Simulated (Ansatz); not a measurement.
# CH3SSi: the cost of one run

Program: Ansatz 0.2.0. Level of theory: UKS PBE0-D4/6-31G*. These are calculated values, not measurements.

### 1 The system as given

Bond lengths: C1–Si2 1.807 Å, C1–S3 1.752 Å, Si2–S3 2.252 Å, C1–H4 1.072 Å, Si2–H5 1.455 Å, Si2–H6 1.450 Å. Angles: C1–Si2–S3 49.7°, C1–Si2–H5 128.9°, C1–Si2–H6 116.0°, S3–Si2–H5 110.5°, S3–Si2–H6 109.6°, H5–Si2–H6 115.1°, Si2–C1–S3 78.5°, Si2–C1–H4 143.0°, S3–C1–H4 121.6°, C1–S3–Si2 51.8°.

Structure file:

```xyz
6

C    -0.6013   -0.9221   -0.0234
Si    0.6030    0.3960    0.2526
S    -1.4463    0.4662   -0.6789
H    -0.7180   -1.9013   -0.4435
H     1.5971    0.9328   -0.6639
H     0.5657    1.0283    1.5571
```

### 2 Relaxing end A

Input file input.yaml:

```yaml
crystal:
  periodic: [false, false, false]
  atoms:
    - { symbol: C, position_ang: [-0.60133, -0.92206, -0.02339] }
    - { symbol: Si, position_ang: [0.60296, 0.39604, 0.25262] }
    - { symbol: S, position_ang: [-1.44632, 0.46616, -0.67892] }
    - { symbol: H, position_ang: [-0.71804, -1.90128, -0.44346] }
    - { symbol: H, position_ang: [1.59708, 0.93285, -0.66392] }
    - { symbol: H, position_ang: [0.56566, 1.02829, 1.55706] }
magnetization:
  spin_polarized: true
  initial_magnetization: 1
basis:
  gaussian: { orbitals: "6-31G*" }
hamiltonian:
  xc: pbe0
  dispersion: d4
relax:
  f_tol: 0.02
  max_steps: 50
output:
  orbitals: {}
```

On the command line:

```sh
$ ansatz run input.yaml --threads 1 --pin off --max-ram 2048MiB --backend cpu --events-out ev --progress --plain --runs-dir out
```

**Question.** How long does this run take on 1 thread of Arm Neoverse N1, shared host, and how much memory does it need?

About 44 s, with a peak of 0.15 GiB.
